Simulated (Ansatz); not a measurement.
Results of LDA (Ansatz, a program for electronic structure, PAW) for hcp Zr.

Settings: plane-wave cutoff 520 eV, 16×16×10 k mesh (along the axes of the cell as run), Fermi–Dirac smearing 0.1 eV, perturbation theory, force constants from a 4×4×2 q mesh, scalar-relativistic PAW data made under PBE.

Computed at the level's own relaxed cell.

```yaml
crystal:
  lattice:
    - [3.14646, 0.00000, 0.00000]
    - [-1.57323, 2.72491, 0.00000]
    - [0.00000, 0.00000, 5.08141]
  atoms:
    - { symbol: Zr, position: [0.66667, 0.33333, 0.75000] }
    - { symbol: Zr, position: [0.33333, 0.66667, 0.25000] }
```

Harmonic phonon frequencies (cm⁻¹; i marks an imaginary mode):

| q point | frequencies |
|---|---|
| Γ | 0 0 0 51 51 172 |
| A | ? |

Task: Fill in the missing entries.

Result: 
- A, frequencies: 36 36 36 36 137 137

No imaginary mode appears at these points.
